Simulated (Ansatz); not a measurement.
**BH3 (singlet): B3LYP, wB97X-V over a scan of the distance B1–H2, cc-pVDZ**

How well do these functionals follow the top wave-function level for BH3 (singlet) over a scan of the distance B1–H2?

The runs use Ansatz 0.2.0, Gaussian basis; cc-pVDZ, all electrons in the functionals.

Plan: B3LYP, wB97X-V, at 0.973 Å; 1.090 Å; 1.194 Å; 1.335 Å; 1.490 Å; 1.634 Å; 1.882 Å; 2.169 Å; 2.642 Å; 3.214 Å; 3.988 Å.

18 further runs of the same task are left out: 4 for a known fault of the program, 10 that didn't finish, 4 set aside as unsound or not needed.

**1. The system**

The geometry derives from a PBE0/def2-TZVP stationary point (not a proven minimum). One bond is set to the value named and the two fragments are kept rigid.

4 atoms, charge 0, spin multiplicity 1.

Atoms are counted from 1 here; the program's logs count them from 0.

Bond lengths: B1–H2 1.193 Å, B1–H3 1.193 Å, B1–H4 1.193 Å. Angles: H2–B1–H3 120.0°, H2–B1–H4 120.0°, H3–B1–H4 120.0°.

Geometry (Å):

```xyz
4
BH3
B     0.0000    0.0000    0.0000
H     1.1934    0.0146   -0.0003
H    -0.6093    1.0262   -0.0028
H    -0.5841   -1.0408    0.0031
```

No dispersion term is added; wB97X-V holds VV10 nonlocal correlation. B3LYP takes the VWN-RPA correlation.

The geometry shown and the zero of energy belong to the point 1.194 Å. The yardstick, FCI, and other wave-function levels (R restricted, U unrestricted, valence and pair active spaces) come from earlier runs.

**2. B3LYP, 0.973 Å**

in.yaml

```yaml
crystal:
  periodic: [false, false, false]
  atoms:
    - {symbol: B, position_ang: [0.016061, 0.000196, -0.000003]}
    - {symbol: H, position_ang: [0.988988, 0.012062, -0.000214]}
    - {symbol: H, position_ang: [-0.593233, 1.026409, -0.002840]}
    - {symbol: H, position_ang: [-0.568021, -1.040572, 0.003092]}
basis:
  gaussian: {orbitals: cc-pVDZ}
hamiltonian: {xc: {name: B3LYP}}
```

Launch:

```console
ansatz run in.yaml --threads 1 --pin off --events-out ev --progress --plain --max-ram 2393MiB
```

The runs that follow: B3LYP, 1.090 Å; B3LYP, 1.194 Å; B3LYP, 1.335 Å; B3LYP, 1.490 Å; B3LYP, 1.634 Å; B3LYP, 1.882 Å; B3LYP, 2.169 Å; B3LYP, 2.642 Å; B3LYP, 3.214 Å; B3LYP, 3.988 Å; wB97X-V, 0.973 Å; wB97X-V, 1.090 Å; wB97X-V, 1.194 Å; wB97X-V, 1.335 Å; wB97X-V, 1.490 Å; wB97X-V, 1.634 Å; wB97X-V, 1.882 Å; wB97X-V, 2.169 Å; wB97X-V, 2.642 Å; wB97X-V, 3.214 Å; wB97X-V, 3.988 Å.

Q: Predict the results of all the runs planned. Wanted: span of the FCI curve; largest miss, B3LYP; largest miss, wB97X-V.

As calculated:

```
             quantity                value
span of the FCI curve             4.602 eV
  largest miss, B3LYP  +0.208 eV (2.642 Å)
largest miss, wB97X-V  +0.394 eV (2.642 Å)
```

Of the functionals, B3LYP keep the smallest largest miss at the points compared (at most 0.208 eV) and wB97X-V strays most (0.394 eV, at 2.642 Å). B3LYP, wB97X-V clearly break the spin symmetry at some points (⟨S²⟩ up to 0.99 above the pure value), so energy there is bought with a mixed spin. Functionals and the yardstick converge differently with the basis, so part of each miss in cc-pVDZ is the basis.
